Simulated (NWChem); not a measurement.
**Correlation energy of difluoromethane (CH2F2)**

SMILES: FCF
```xyz
5

F      1.0958     0.0000    -0.2872
C      0.0000     0.0000     0.4910
F     -1.0958     0.0000    -0.2872
H      0.0000     0.9137     1.1116
H      0.0000    -0.9137     1.1116
```
Charge 0, spin multiplicity 1.

The numbers come from NWChem runs, not from measurements. Structure: optimised with PBE0/def2-SVP, a minimum by its harmonic frequencies.

Basis set: def2-TZVP. Each correlation energy counts from its own Hartree-Fock reference.

The correlated methods keep 3 core orbitals frozen. Coupled-cluster values serve here as a point of comparison, not as the truth.

Task: For the correlation energy, MP2 gives -663.2 mHa and SCS-MP2 gives -650.3 mHa. What do CCSD, CR-CCSD[T], CR-CCSD(T) give?

Result: CCSD: -675.9 mHa; CR-CCSD[T]: -692.9 mHa; CR-CCSD(T): -691.9 mHa.
